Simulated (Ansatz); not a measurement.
**[OH···H···NH], triplet in cc-pVDZ: errors against UCCSDT(Q)**

Geometry: a point of a hydrogen-transfer path between rigid fragments, not a stationary point.

```xyz
5

O    -1.1999    0.0024    0.0000
H    -1.4492    0.9289    0.0000
H    -0.0789    0.0024    0.0000
N     1.3631    0.0024    0.0000
H     1.6322   -1.0019    0.0000
```

Basis cc-pVDZ; Ansatz 0.2.0. Only valence electrons are correlated (noble-gas cores frozen), which leaves 14 electrons in 41 orbitals. R marks a restricted (for open shells ROHF) determinant, U an unrestricted one. Active spaces: valence = (14e, 11o) chosen from the atoms' valence shells; pair = (4e, 4o) about the gap.

Full CI isn't at hand for all of this; UCCSDT(Q) serves as the reference, and is uncertain by about the last step of the cluster series. The frozen core follows each run's orbitals, which can shift R against U totals by a few meV.

For open shells CISD is restricted-active-space CI with the open shells as a complete middle space.

The UHF ⟨S²⟩ is 2.024 and the T1 diagnostic (RCCSD) is 0.0251. The largest doubles amplitude (RCCSD) is 0.045 and the T1 diagnostic (UCCSD) is 0.0157.

```tsv
level	E − E(RHF) (eV)
UHF	-0.2389
RMP2	-8.9098
UMP2	-8.9170
RCCSD	-9.6928
UCCSD	-9.6978
RCCSD(T)	-9.8689
UCCSD(T)	-9.8705
```

Q: Estimate how far UCCSDT(Q) in cc-pVDZ lies from RCCSD(T). The table doesn't fix it; the size of (T) and the diagnostics are the guide.

A: UCCSDT(Q) in cc-pVDZ lies 1.51 mEh below RCCSD(T), which is 23 % of the (T) step (-6.47 mEh). The diagnostics are small and one determinant leads, so the series closes fast and only a small part of (T) is left.

The other levels:

```
                 level  E − E(UCCSDT(Q)) (mEh)  share of correlation (%)  wall time
                  CISD                   35.57                     90.23      4.7 s
               BCCD(T)                    1.49                     99.59        2 s
                RCCSDT                    0.84                     99.77          –
                UCCSDT                    0.79                     99.78          –
             RCCSDT(Q)                    0.07                     99.98       48 s
   CASSCF (pair space)                  338.86                      6.95          –
   NEVPT2 (pair space)                   35.59                     90.23     0.45 s
   MRCISD (pair space)                   31.10                     91.46          –
 MRCISD+Q (pair space)                    4.30                     98.82      0.9 s
CASSCF (valence space)                  275.71                     24.29          –
NEVPT2 (valence space)                   43.72                     87.99      5.5 s
```

The correlation energy at UCCSDT(Q), counted from RHF, is -9.910 eV. That run took 40 s on 1 thread of Arm Neoverse V2, shared host.

Times hold each run's SCF and search for its determinant on a shared host, so for small cases they say little of a method's own cost; they ran on 1 thread of Arm Neoverse V2.

Natural occupations of CASSCF (valence space) about the gap: 1.977 1.974 1.967 1.003 1.000 0.033 0.028 0.024; effectively unpaired electrons, Σ n²(2−n)², 2.02.
